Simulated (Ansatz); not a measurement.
Rock-salt SnTe (cubic form, which distorts at low temperature), treated with r²SCAN-D4 in Ansatz (PAW).

Settings: plane-wave cutoff 560 eV, 10×10×10 k mesh, Fermi–Dirac smearing 0.01 eV, scalar-relativistic PAW data made under PBE.

Computed at the level's own relaxed cell.

Q: Predict the Γ–Γ gap, lattice parameter a and volume per atom.

A: 
* **Γ–Γ gap**: 5.83 eV
* **lattice parameter a**: 6.341 Å
* **volume per atom**: 31.86 Å³/atom

Measured, for comparison: lattice constant a 6.316 Å, equilibrium volume per atom 31.50 Å³/atom (room temperature, no zero-point or thermal correction; as tabulated in Maiti et al. (2022), arXiv:2109.01420). Computed (rounded) less measured: lattice constant a +0.4 %, equilibrium volume per atom +1.1 %.

Note: symmetry holds this phase in the static calculation, where it need not be a minimum.

Spin–orbit coupling is not included; it can close the smallest gap of 0.09 eV.

Static lattice: no zero-point or thermal effects.

The result took very roughly 40 core-seconds.

Ansatz is a quantum-chemistry and plane-wave program.
